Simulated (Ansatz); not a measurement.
Input and output for CH₃FMg (`[CH3][Mg][F]`).

```yaml
crystal:
  periodic: [false, false, false]
  atoms:
    - {symbol: C, position_ang: [0.477531, -0.287441, 0.385604]}
    - {symbol: Mg, position_ang: [-0.903370, 0.774265, -0.667221]}
    - {symbol: F, position_ang: [-1.997081, 1.601835, -1.525238]}
    - {symbol: H, position_ang: [-0.033800, -1.352420, 0.577096]}
    - {symbol: H, position_ang: [1.663315, -0.600220, -0.052277]}
    - {symbol: H, position_ang: [0.781455, 0.069860, 1.217156]}
basis:
  gaussian: {orbitals: "6-311G**"}
total_charge: 1
magnetization: {spin_polarized: true, initial_magnetization: 1}
hamiltonian: {xc: {name: wB97X}}
accuracy: high
scf: {lower_state_search: light}
output: {forces: true}
```

```sh
$ ansatz run in.yaml --threads 4 --pin off --events-out ev --progress --plain --max-ram 10444MiB
```

It prints (some lines left out):

```
Error: <dir> can't be read: No such file or directory (os error 2)
```
